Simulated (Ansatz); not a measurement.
**Cu: which structure is lowest?**

Level of theory: DFT, LDA (PW92), plane waves (420 eV) with PAW, scalar-relativistic (Ansatz). (PAW data from PBE, frozen cores regenerated.)

Each structure is relaxed within its own symmetry, so a high-lying one may be dynamically unstable.

```tsv
structure	ΔE (meV/atom)	V (Å³/atom)	cell	magnetic state
fcc	0	10.88	a = 3.518 Å	spin not included
dhcp	4	10.90	a = 2.488 Å, c = 8.129 Å (c/a = 3.267)	spin not included
hcp	8	10.90	a = 2.486 Å, c = 4.073 Å (c/a = 1.638)	spin not included
bcc	40	10.93	a = 2.796 Å	spin not included
omega (AlB2-type)	88	11.08	a = 3.998 Å, c = 2.400 Å (c/a = 0.600)	spin not included
A15	120	11.17	a = 4.471 Å	spin not included
simple cubic	538	12.60	a = 2.327 Å	spin not included
diamond	1237	17.06	a = 5.149 Å	spin not included
```

ΔE counts from fcc.

Differences under about 8 meV lie within the error of the k-point mesh.
